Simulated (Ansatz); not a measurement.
# HO2Si: the cost of one run

Computed with Ansatz 0.2.0, Gaussian basis. Level: def2-QZVPP, all electrons in the functionals.

To be run: PBE, BLYP, r2SCAN, B97M-V, PBE0, B3LYP, at charge 0, quartet; charge 0, doublet; charge 0, sextet; charge 1, triplet; charge 1, quintet.

3 further runs of the same task are left out: 1 that didn't finish, 2 set aside as unsound or not needed.

### 1 The geometry

The geometry is a PBE0/def2-TZVP stationary point (not a proven minimum).

4 atoms, charge 0, spin multiplicity 4.

Atoms are counted from 1 here; the program's logs count them from 0.

Bond lengths: Si1–O2 1.675 Å, Si1–O3 1.675 Å, Si1–H4 1.518 Å. Angles: O2–Si1–O3 108.7°, O2–Si1–H4 103.2°, O3–Si1–H4 103.2°.

No dispersion term is added; B97M-V holds VV10 nonlocal correlation. B3LYP takes the VWN-RPA correlation.

The geometry shown and the zero of energy belong to the point charge 0, quartet. The yardstick, UCCSD(T), and other wave-function levels (R restricted, U unrestricted, valence and pair active spaces) come from earlier runs.

### 2 PBE, charge 0, quartet

in.yaml

```yaml
crystal:
  periodic: [false, false, false]
  atoms:
    - {symbol: Si, position_ang: [-0.131469, -0.484771, 0.000000]}
    - {symbol: O, position_ang: [0.080687, 0.468628, -1.360578]}
    - {symbol: O, position_ang: [0.080687, 0.468628, 1.360578]}
    - {symbol: H, position_ang: [1.101729, -1.369640, 0.000000]}
basis:
  gaussian: {orbitals: "def2-QZVPP.json"}
magnetization: {spin_polarized: true, initial_magnetization: 3}
hamiltonian: {xc: {name: PBE}}
output: {orbitals: {seedname: orbitals}}
```

On the command line:

```
> ansatz run in.yaml --threads 1 --pin off --events-out ev --progress --plain --max-ram 2393MiB
```

**Question.** How long does this run take on 1 thread of Arm Neoverse V2, shared host, and how much memory does it need?

About 35 s, with a peak of 0.5 GiB.
